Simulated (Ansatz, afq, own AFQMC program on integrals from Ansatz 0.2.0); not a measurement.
## The Au2–O3 bond of AuCH₅O, singlet, worked out

```xyz
8

C    -1.0541    1.2953   -0.6533
Au    0.1942   -0.1511   -0.0408
O     1.5957   -1.7768    0.6515
H    -2.0662    0.8857   -0.7986
H    -0.6997    1.7167   -1.6074
H    -1.1011    2.1003    0.0970
H     1.0922   -2.5666    0.8868
H     2.0391   -1.5035    1.4647
```

The molecule and both fragments are relaxed with PBE0/def2-SVP; the fragments keep their bonds.

Basis def2-TZVP with its core potentials. Noble-gas cores (and the filled d shells of Ga–Kr and In–Xe) are frozen. Ansatz 0.2.0 and our own AFQMC program on the same integrals; the CISD trial comes from CCSD amplitudes, and released means the phaseless constraint is let go. ± is one standard error of the sampling. No spin–orbit coupling. The metal's outer-core s and p shells are frozen, which shifts wave-function levels against functionals.

Total energies in eV. CBS is CCSD(T) at the limit of def2-TZVPP/QZVPP (extrapolated itself); the highest rung of each member is named.

Cautions: no spin-orbit coupling; outer-core shells of the metal frozen; AuCH₅O (singlet): the released value is read at 1.20 1/Eh with a noise of 21 meV, more than in the cases checked (meV from the phaseless value at times in 1/Eh: -7 ± 9 at 0.24, -1 ± 14 at 0.48, -4 ± 14 at 0.80, 7 ± 21 at 1.20), released reference can be 30 meV off for metals.

```csv
member,count,CCSD(T)/def2-TZVP,highest rung in def2-TZVP,which,CCSD(T)/CBS
"AuCH₃, singlet",+1,-4759.4326,-4759.4601,CCSDT(Q),-4763.7312
H2O (singlet),+1,-2076.9520,-2076.9644,CCSDTQ,-2078.3182
"AuCH₅O, singlet",-1,-6837.0847,-6837.1242 ± 0.0213,released AFQMC,-6842.7716
```

**Question.** Work out the best estimate of the bond energy: the CCSD(T)/CBS difference plus the step from CCSD(T) to the highest rung.

**Answer.** Sums with the counts: CCSD(T)/CBS 0.7222 eV, highest rung 0.6997 eV, CCSD(T)/def2-TZVP 0.7001 eV. The step is 0.6997 − 0.7001 = -0.0004 eV, so the best estimate is 0.7222 + (-0.0004) = 0.7218 eV = 16.6 kcal/mol, with sampling noise 0.021 eV. The step is under twice that noise, so its sign is open. The basis set is worth 0.022 eV of it. Zero-point, core-correlation and spin–orbit terms aren't in it.

Best estimates are given only where the step beyond CCSD(T) is under 0.3 eV and no member's determinant is very poor (T1 over 0.05, or 0.07 for open shells, ⟨S²⟩ too high by 0.3, two states mixed), so the hardest cases are missing from such tables.

CCSDT and higher add their correlation energy to the determinant of the CCSD(T) run, since their own runs factorise the integrals more tightly (a shift of under 2 meV). Each member of a difference takes its own highest rung, so a best estimate needn't equal the limit plus the step of one row. A walk keeps the symmetry of its determinant, which the program's search chose and which needn't be the lowest solution, so a lower state of the same spin and another symmetry isn't excluded. Released energies are given only where the last usable release times agree within the noise; a slower fall can still hide under it. The exponents were fitted on light atoms, and def2 sets of heavy atoms don't grow evenly, so the limit is rough here.
